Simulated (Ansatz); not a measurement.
`CC1=NCO1`. The species carries charge 0 and has multiplicity 1.

```xyz
10

C     0.184   -1.598    0.028
C     0.095   -0.130    0.035
N     0.895    0.805    0.397
C    -0.178    1.696   -0.022
O    -1.004    0.550   -0.401
H    -0.611   -2.028    0.641
H     1.153   -1.902    0.420
H     0.065   -1.978   -0.990
H    -0.647    2.266    0.782
H     0.049    2.317   -0.890
```

**Question.** What are the harmonic wavenumbers in cm⁻¹ at PBE0-D4/def2-TZVP (Ansatz, finite differences of forces, unscaled)? (Best estimate.)

**Answer.** Ansatz gave: 136, 264, 358, 607, 721, 915, 965, 1053, 1055, 1071, 1079, 1113, 1227, 1361, 1421, 1461, 1466, 1500, 1728, 3065, 3087, 3133, 3156, 3175.

**Question.** Is this a minimum?

**Answer.** Yes, all 24 modes are real.

**Question.** Give the ideal-gas thermochemistry at 298.15 K and 1 bar (rigid rotor, harmonic oscillator; point group Cs, symmetry number 1).

**Answer.** Zero-point energy 210.0 kJ/mol; H(298) − E = 225.3 kJ/mol; entropy 294.5 J/(mol·K), of which translation 162.0, rotation 103.0, vibration 29.5; G(298) − E = 137.5 kJ/mol.

**Question.** Rotational constants (cm⁻¹)?

**Answer.** 0.4538, 0.1668, 0.1279.
